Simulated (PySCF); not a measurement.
3-methylisothiazole, C4H5NS, SMILES Cc1ccsn1, point group Cs.

Level: B3LYP/pcSseg-1 in PySCF (density fitting, grid level 2); geometry and Hessian at that level, cubic constants and property derivatives from steps of ±0.6 along each species' dimensionless normal coordinates, second-order vibrational perturbation theory. The parent has the commonest isotopes.

Equilibrium geometry (Å):

```json
{"atom": "C1", "x": "-1.7106", "y": "-0.0794", "z": "0.2399"}
{"atom": "C2", "x": "-0.2534", "y": "0.2661", "z": "0.1336"}
{"atom": "C3", "x": "0.7579", "y": "-0.6175", "z": "-0.3690"}
{"atom": "C4", "x": "1.9840", "y": "-0.0209", "z": "-0.3419"}
{"atom": "S5", "x": "1.8259", "y": "1.5746", "z": "0.2929"}
{"atom": "N6", "x": "0.1612", "y": "1.4549", "z": "0.5195"}
{"atom": "H7", "x": "-2.2641", "y": "0.7659", "z": "0.6541"}
{"atom": "H8", "x": "-2.1275", "y": "-0.3250", "z": "-0.7442"}
{"atom": "H9", "x": "-1.8601", "y": "-0.9505", "z": "0.8890"}
{"atom": "H10", "x": "0.5714", "y": "-1.6258", "z": "-0.7232"}
{"atom": "H11", "x": "2.9369", "y": "-0.4317", "z": "-0.6546"}
```

Question: Give the equilibrium and ground-state rotational constants (MHz) of parent; ²H at 11.

Answer: 
```
 species      Ae      Be      Ce      A0      B0      C0  Δ0 (u Å²)  harmonic ZPE (cm⁻¹)
  parent  6990.8  2607.8  1922.1  6940.3  2591.9  1909.5     -3.127                18031
²H at 11    6639  2568.3  1873.6  6593.1  2552.7  1861.4     -3.126                17338
```

Δ0 = Ic − Ia − Ib from the ground-state constants.

Question: How is the parent's vibrational correction B0 − Be made up?

Answer: 
| axis | harmonic | Coriolis | cubic | total (MHz) |
| --- | --- | --- | --- | --- |
| a | 7.64 | -19.3 | -38.8 | -50.5 |
| b | 1.92 | -1.82 | -16 | -15.9 |
| c | 0.564 | -0.751 | -12.5 | -12.6 |

Question: And its quartic centrifugal distortion constants from the harmonic force field?

Answer: Asymmetric top, A reduction, Ir representation: ΔJ = 0.15 kHz, ΔJK = 0.593 kHz, ΔK = 1.42 kHz, δJ = 0.0395 kHz, δK = 0.241 kHz.

A mode lies under 250 cm⁻¹, where this perturbation treatment is rough. Internal rotors are held in one well.
